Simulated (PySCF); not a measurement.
Compound: Li2.
InChI=1S/2Li

The calculation used PBE0/6-31+G* geometry optimisation, gas phase (PySCF 2.14.0).

Masses are those of the commonest isotopes; rigid-rotor values at the optimised geometry. 

(1) What are the moment of inertia and the rotational constant?

(2) List the first levels of a rigid rotor in a Σ state.

(3) Has it a pure rotational spectrum?

Answers

(1) I = 26.687 u·Å², B = 505379 MHz·u·Å²/I = 18938 MHz (0.6317 cm⁻¹, or 0.909 K as hB/k). For two atoms I = μr² with μ = 3.5080 u and r = 2.7581 Å.

(2) E(J) = BJ(J+1): J = 1: 1.263, J = 2: 3.790, J = 3: 7.580, J = 4: 12.634, J = 5: 18.951, J = 6: 26.531 cm⁻¹.

(3) Not by electric dipole: D∞h allows no dipole (computed 0.00 D). Rotational Raman lines (ΔJ = 2) lie at B(4J + 6), spaced by 4B = 2.527 cm⁻¹, with nuclear-spin weights that differ between even and odd J.

Whether it is a minimum is left open (no frequencies). These are rigid-rotor constants of the computed structure; measured ground-state constants (B0) also hold zero-point vibration.

On Arm Neoverse V1, one thread, shared host, this took 1.1 s wall and 0.23 GiB of memory at its peak. These figures are those of the optimisation.
